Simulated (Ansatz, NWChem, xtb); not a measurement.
CH5B− (SMILES [BH2-]C): the vertical detachment energy, rung by rung

The species is CH5B− (7 atoms), meant as a doublet with charge -1. SMILES: `[BH2-]C`. The coordinates come from a GFN2-xTB relaxation.

```csv
atom,x (Å),y (Å),z (Å)
B,-0.3676,-0.8767,0.2964
C,0.1299,0.6579,-0.0109
H,0.5664,-1.6521,0.5729
H,-1.1113,-1.3401,-0.5876
H,0.7138,1.0900,0.8179
H,0.7794,0.7702,-0.9090
H,-0.7106,1.3507,-0.1797
```

Each level gives the vertical detachment energy (to the singlet neutral) (eV). The values are calculated.

```json
{"level": "GFN2-xTB", "kind": "semi-empirical", "program": "xtb", "value (eV)": "2.90", "CPU time (all runs)": "under 2 s"}
{"level": "GFN1-xTB", "kind": "semi-empirical", "program": "xtb", "value (eV)": "4.32", "CPU time (all runs)": "under 2 s"}
{"level": "UHF/STO-3G", "kind": "Hartree–Fock", "program": "Ansatz", "value (eV)": "-4.35", "CPU time (all runs)": "0.15 s"}
{"level": "USVWN5/STO-3G", "kind": "LDA", "program": "Ansatz", "value (eV)": "-4.06", "CPU time (all runs)": "1.6 s"}
{"level": "U-revPBE/STO-3G", "kind": "GGA", "program": "Ansatz", "value (eV)": "?", "CPU time (all runs)": "2.6 s"}
{"level": "UBLYP/STO-3G", "kind": "GGA", "program": "Ansatz", "value (eV)": "-3.91", "CPU time (all runs)": "2.6 s"}
{"level": "UPBE/STO-3G", "kind": "GGA", "program": "Ansatz", "value (eV)": "?", "CPU time (all runs)": "2.6 s"}
{"level": "RO-revM06-L/6-31G* (Cartesian functions)", "kind": "meta-GGA", "program": "NWChem", "value (eV)": "-0.49", "CPU time (all runs)": "13 s"}
{"level": "U-r2SCAN/STO-3G", "kind": "meta-GGA", "program": "Ansatz", "value (eV)": "-3.59", "CPU time (all runs)": "5.7 s"}
{"level": "U-r2SCAN0/STO-3G", "kind": "hybrid meta-GGA", "program": "Ansatz", "value (eV)": "-3.57", "CPU time (all runs)": "5.9 s"}
```

Q: Estimate what the levels marked ? give.

A: As computed at these levels: U-revPBE/STO-3G: -3.77 eV; UPBE/STO-3G: -3.80 eV. Sets without diffuse functions describe the anion poorly. The values span -4.35 to 4.32 eV. The xTB values lack the empirical shift that such differences need. Times are those of the runs behind each value, whatever else they computed, on shared processors of several kinds: orders of magnitude only.
